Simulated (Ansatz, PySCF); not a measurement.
This Ansatz (an electronic-structure program) input computes a CCSD(T)/cc-pVDZ energy:

Ansatz 0.2 input:
```yaml
crystal:
  periodic: [false, false, false]
  atoms:
    - {symbol: O, position_ang: [-0.00000000, -0.00000000, -0.11563587]}
    - {symbol: H, position_ang: [0.00000000, 0.00000000, 0.92508692]}
basis:
  gaussian:
    orbitals: cc-pVDZ
total_charge: 1
magnetization: {spin_polarized: true, initial_magnetization: 2}
correlation: {method: ccsd_t, electrons: outside_noble_gas}
```

**Question.** Write an input for the same energy in PySCF and say what it gives.

**Answer.** 
```python
from pyscf import gto, scf, mp, cc as ccmod

mol = gto.M(
    atom='''
    O    -0.00000000   -0.00000000   -0.11563587
    H     0.00000000    0.00000000    0.92508692
    ''',
    basis='cc-pvdz',
    charge=1,
    spin=2,
    symmetry='C2v',
    verbose=4,
)

mf = scf.UHF(mol)
mf.conv_tol = 1e-10
mf.max_cycle = 100
mf.kernel()
mp2 = mp.MP2(mf, frozen=1).run()
cc = ccmod.CCSD(mf, frozen=1)
cc.max_cycle = 100
cc.kernel()
et = cc.ccsd_t()
print(f'E(CCSD(T)) = {cc.e_tot + et:.9f}')
```
It gives -75.11053 Eh, and Ansatz -75.11053 Eh, a difference of 0.00 mEh.
